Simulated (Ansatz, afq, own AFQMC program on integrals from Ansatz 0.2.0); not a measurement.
Two steps: Ansatz 0.2.0 writes the Fock matrix and Cholesky factors of the valence space, and afq projects on them the lowest state that overlaps trial and start.

```yaml
crystal:
  periodic: [false, false, false]
  atoms:
    - {symbol: Ge, position_ang: [0.010183, 0.066277, 0.514137]}
    - {symbol: N, position_ang: [-0.111906, -0.277837, -2.538101]}
    - {symbol: H, position_ang: [0.292120, -1.296426, 1.214183]}
    - {symbol: H, position_ang: [0.529120, 0.380942, -2.996483]}
basis:
  gaussian: {orbitals: cc-pVDZ}
magnetization: {spin_polarized: false, initial_magnetization: 3}
correlation: {method: ccsd_t, electrons: outside_noble_gas, hamiltonian_folder: ham}
```

```sh
$ ansatz run in.yaml --threads 1 --pin off --events-out ev --progress --plain --max-ram 1382MiB
```

Options of the walk:

```
--method phaseless --trial hf --walkers 120 --populations 1 --least-time 40 --time-step 0.005 --steps-per-block 20 --equilibration-blocks 160 --max-blocks 600 --target-error 0.002400 --factor-cut 1e-05 --start spin_pure --seed 8798 --taylor-order 6
```

Times are imaginary, in 1/Eh. The walk had a cap of 1161 s. Filled inner d shells are frozen with the cores.

Output of the walk:

```
orbitals 36  electrons 7 4  factors 260 of 551
reference energy -2130.82121591 Eh
CCSD correlation -0.21738852 Eh in 21 cycles, weight of the determinant in the CISD state 0.8876
energy of the start -2130.821254 Eh
 block  time / (1/Eh)  mean weight  energy / Eh
     1     0.100  1.0006  -2130.864359
     2     0.200  0.9991  -2130.903114
     3     0.300  1.0000  -2130.926090
     4     0.400  1.0017  -2130.943525
     5     0.500  1.0006  -2130.945999
     8     0.800  0.9998  -2130.997638
    15     1.500  1.0016  -2131.020815
    57     5.700  0.9983  -2131.051628
    99     9.900  1.0002  -2131.083395
   141    14.100  1.0007  -2131.059177
   183    18.300  1.0016  -2131.037114
   225    22.500  1.0005  -2131.026643
   267    26.700  0.9993  -2131.041838
   309    30.900  1.0010  -2131.039635
   351    35.100  1.0004  -2131.044501
   393    39.300  0.9986  -2131.035057
   435    43.500  1.0001  -2131.048577
   449    44.900  0.9994  -2131.004577
   477    47.700  0.9993  -2131.053607
   519    51.900  1.0007  -2131.017161
   547    54.700  1.0004  -2131.050442
blocks merged  error / Eh  count
     1  0.000646  400
     2  0.000831  200
     4  0.001088  100
     8  0.001330  50
    16  0.001661  25
    32  0.002112  12
energy -2131.041127 +/- 0.001661 Eh
(rows thinned)
```

The run passed its tests (sampling time, drift between the halves within three errors, error under three times the target), which doesn't prove that it has relaxed. The second half of the sampling lies below the first by 1.9 errors of their difference, so the energy may still be moving and its error bar be too small.

Against this walk (error 45.2 meV) on the same determinant: CCSD(T) 24.3 meV lower (within the noise), CCSDT(Q) 52.2 meV lower (within the noise), a separate phaseless walk with a CISD trial and standard settings 34.9 ± 46.0 meV lower (within the noise). The error is statistical and leaves out the bias of the constraint.

Cautions: constraint bias not in the error; no relativity below Rb; no spin-orbit coupling; inner d shell frozen; lower spins were not checked.

The walk took 3.9 min on 1 thread of Arm Neoverse V1 (shared host). The log's last line is the phaseless energy.

CCSDT and higher add their correlation energy to the determinant of the CCSD(T) run, since their own runs factorise the integrals more tightly (a shift of under 2 meV).
